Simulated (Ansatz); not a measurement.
Elements on the sites of an ideal hcp lattice, at a guessed lattice constant:

```
CELL_PARAMETERS angstrom
2.77586 -4.80792 0.00000
2.77586 4.80792 0.00000
0.00000 0.00000 8.88274
ATOMIC_POSITIONS crystal
Rh 0.83333 0.16667 0.62500
Rh 0.16667 0.33333 0.37500
Rh 0.16667 0.83333 0.37500
Ag 0.33333 0.66667 0.62500
Ag 0.66667 0.33333 0.37500
Ir 0.33333 0.16667 0.12500
Ir 0.33333 0.16667 0.62500
Ir 0.83333 0.16667 0.12500
Ir 0.33333 0.66667 0.12500
Ir 0.83333 0.66667 0.12500
Ir 0.83333 0.66667 0.62500
Ir 0.66667 0.33333 0.87500
Ir 0.16667 0.33333 0.87500
Ir 0.66667 0.83333 0.37500
Ir 0.66667 0.83333 0.87500
Ir 0.16667 0.83333 0.87500
```

Cell and atoms were relaxed without symmetry on coarser meshes and computed once more. The calculation used DFT PBE, scalar-relativistic, plane waves, PAW in Ansatz 0.2.0.

Plane waves to 420 eV, a k mesh through Γ of 7×7×4 on the computed 16-atom cell and Gaussian smearing (0.10 eV); no spin polarisation.

The relaxation ran on 3×3×2 (shifted) k points with a smearing of 0.1 eV, from sites shaken by 0.02 Å.

Q: What does the relaxation give?

A: A volume of 14.84 Å³/atom and no gap on the mesh. It lies 0.21 eV/atom above the elements' standard states (static lattices, no corrections for gases). The atoms leave their sites by 0.07 Å (root mean square) and 0.10 Å at most, and the cell stretches by up to 0.3 % at fixed volume.

```yaml
crystal:
  lattice:
    - [2.77456, -4.81484, -0.01684]
    - [2.77677, 4.81612, 0.00825]
    - [-0.01375, 0.02318, 8.88276]
  atoms:
    - { symbol: Rh, position: [0.83014, 0.16012, 0.63501] }
    - { symbol: Rh, position: [0.16951, 0.32586, 0.36433] }
    - { symbol: Rh, position: [0.16596, 0.83704, 0.36526] }
    - { symbol: Ag, position: [0.32545, 0.66477, 0.61508] }
    - { symbol: Ag, position: [0.67057, 0.33018, 0.38325] }
    - { symbol: Ir, position: [0.33487, 0.16673, 0.11815] }
    - { symbol: Ir, position: [0.32427, 0.16506, 0.63486] }
    - { symbol: Ir, position: [0.83136, 0.16789, 0.12101] }
    - { symbol: Ir, position: [0.33223, 0.66707, 0.12568] }
    - { symbol: Ir, position: [0.83211, 0.66413, 0.12060] }
    - { symbol: Ir, position: [0.82803, 0.67352, 0.63354] }
    - { symbol: Ir, position: [0.66640, 0.33346, 0.87330] }
    - { symbol: Ir, position: [0.16615, 0.33582, 0.87985] }
    - { symbol: Ir, position: [0.67429, 0.83141, 0.36536] }
    - { symbol: Ir, position: [0.66299, 0.83158, 0.88045] }
    - { symbol: Ir, position: [0.16660, 0.83058, 0.87768] }
```

The final mesh leaves forces up to 0.21 eV/Å and stresses up to 2.5 GPa: the relaxation ran on a coarser mesh, so the cell's shape, its bonds and its energy belong partly to that mesh.

Spin-orbit coupling is left out, which matters for the bands of heavy elements.

Cost: 2 runs of about 3.9 core-minutes in all (earlier runs that led there not counted), on AMD EPYC 9R45 (Zen 5) (shared hosts).